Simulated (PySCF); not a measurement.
# How the numerical set-up moves the result for Cl2

The method stays; parts of the set-up, such as the basis or the Hamiltonian, are changed.

Computed with PySCF 2.14.0. Level: method and basis as typed in the scripts.

3 further runs of the same task are left out: 3 that didn't finish.

## (1) The starting structure

Cl2: 2 atoms, charge 0, spin multiplicity 1.

Bond lengths: Cl1–Cl2 1.746 Å.

## (2) The run that the others are compared with

Input file input.py:

```python
from pyscf import gto, scf, cc

mol = gto.M(
    atom='Cl 0 0 0; Cl 0 0 1.746',
    basis='cc-pvdz',
    charge=0,
    spin=0,
    symmetry=True,
    verbose=4,
)
mf = scf.RHF(mol)
mf.kernel()
mycc = cc.CCSD(mf, frozen=10)
mycc.kernel()
e = mycc.eeccsd(nroots=4)[0]
print('roots (eV) =', (e*27.211386).round(3))
mf.dip_moment()
print('orbital energies (hartree):', mf.mo_energy[..., max(0, mol.nelec[1]-3):mol.nelec[0]+3].round(4))
```

Started as:

```bash
$ OMP_NUM_THREADS=1 python input.py
```

The log of this run is left out.

It gives: E(SCF) = -918.917306 Eh, 7 cycles, E(CCSD) − E(SCF) = -0.29031 Eh, μ = 0.00 D, excitation roots 5.093, 5.093, 5.093, 5.093 eV.

The bond length is a typed value, not an optimised one.

## (3) 6-31g(3d)

Run 1 changes basis set: cc-pvdz → 6-31g(3d).

Input file input.py:

```python
from pyscf import gto, scf, cc

mol = gto.M(
    atom='Cl 0 0 0; Cl 0 0 1.746',
    basis='6-31g(3d)',
    charge=0,
    spin=0,
    symmetry=True,
    verbose=4,
)
mf = scf.RHF(mol)
mf.kernel()
mycc = cc.CCSD(mf, frozen=10)
mycc.kernel()
e = mycc.eeccsd(nroots=4)[0]
print('roots (eV) =', (e*27.211386).round(3))
mf.dip_moment()
print('orbital energies (hartree):', mf.mo_energy[..., max(0, mol.nelec[1]-3):mol.nelec[0]+3].round(4))
```

Started as:

```bash
$ OMP_NUM_THREADS=1 python input.py
```

## (4) 6-31+g*

Run 2 changes basis set: cc-pvdz → 6-31+g*.

Edit input.py of step 2 so:

```diff
@@ -4,3 +4,3 @@
     atom='Cl 0 0 0; Cl 0 0 1.746',
-    basis='cc-pvdz',
+    basis='6-31+g*',
     charge=0,
```

## (5) Def2-svp

Run 3 changes basis set: cc-pvdz → def2-svp.

Edit input.py of step 2 so:

```diff
@@ -4,3 +4,3 @@
     atom='Cl 0 0 0; Cl 0 0 1.746',
-    basis='cc-pvdz',
+    basis='def2-svp',
     charge=0,
```

## (6) 6-31g

Run 4 changes basis set: cc-pvdz → 6-31g.

Edit input.py of step 2 so:

```diff
@@ -4,3 +4,3 @@
     atom='Cl 0 0 0; Cl 0 0 1.746',
-    basis='cc-pvdz',
+    basis='6-31g',
     charge=0,
```

Before running it: what results should come out? Wanted: for each run, E(SCF); from base; gap; after the SCF.

**Answer**, as computed:

| run | E(SCF) (hartree) | from base (eV) | cycles | gap (eV) | functions | after the SCF |
| --- | --- | --- | --- | --- | --- | --- |
| base | -918.917306 | 0 | 7 | 15.14 | 36 | CCSD correlation -7.900 eV, core frozen, first root 5.09 eV |
| 6-31g(3d) (poor choice) | -918.882659 | not comparable | 7 | 14.82 | 56 | CCSD correlation -8.653 eV, core frozen, first root 4.80 eV |
| 6-31+g* | -918.871944 | +1.2344 | 7 | 13.43 | 44 | CCSD correlation -7.589 eV, core frozen, first root 4.94 eV |
| def2-svp | -918.614551 | +8.2384 | 7 | 15.69 | 36 | CCSD correlation -7.900 eV, core frozen, first root 5.28 eV |
| 6-31g | -918.775831 | +3.8497 | 7 | 14.96 | 26 | CCSD correlation -2.401 eV, core frozen, first root 5.17 eV |

**Reading.** Of the runs whose energies can be compared, “def2-svp” moves the SCF energy most (+8.238 eV). 6-31+g* (44 functions) gives an energy 1.23 eV higher than cc-pvdz (36); size alone doesn't order basis sets of different families. def2-svp (36 functions) gives an energy 8.24 eV higher than cc-pvdz (36). 6-31g (26 functions) gives an energy 3.85 eV higher than cc-pvdz (36). The dearest run is “6-31g(3d)”, at 4.6 s against 1.4 s. Rows marked «poor choice» come from settings spoiled on purpose.
